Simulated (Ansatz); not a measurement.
`B[N]C` radical. Charge 0, multiplicity 2.

```xyz
8

B     1.016   -1.114    0.106
N     0.224   -0.076   -0.162
C    -0.773    0.892   -0.129
H     0.783   -1.785    1.085
H     1.946   -1.385   -0.608
H    -1.421    0.847   -1.011
H    -0.364    1.903   -0.032
H    -1.413    0.717    0.751
```

Question: What are the harmonic wavenumbers in cm⁻¹ at PBE0-D4/def2-TZVP (Ansatz, finite differences of forces, unscaled)? (Best estimate.)

Answer: Ansatz gave: 136, 137, 176, 758, 906, 910, 1071, 1123, 1136, 1409, 1442, 1488, 1617, 2481, 2560, 2973, 3046, 3080.

Question: Is this a minimum?

Answer: Yes, all 18 modes are real.

Question: Give the ideal-gas thermochemistry at 298.15 K and 1 bar (rigid rotor, harmonic oscillator; point group Cs, symmetry number 1).

Answer: Zero-point energy 158.2 kJ/mol; H(298) − E = 174.0 kJ/mol; entropy 288.0 J/(mol·K), of which translation 155.4, rotation 89.9, vibration 36.9, electronic 5.8; G(298) − E = 88.1 kJ/mol.

Question: And at 400, 500, 600, 800 and 1000 K?

Answer: 
```tsv
T (K)	H − E (kJ/mol)	S (J/mol/K)	G − E (kJ/mol)
400	181.7	310.1	57.6
500	190.5	329.7	25.6
600	200.4	347.9	-8.3
800	223.3	380.6	-81.2
1000	249.1	409.4	-160.3
```

Question: Rotational constants (cm⁻¹)?

Answer: 2.971, 0.2819, 0.2708.
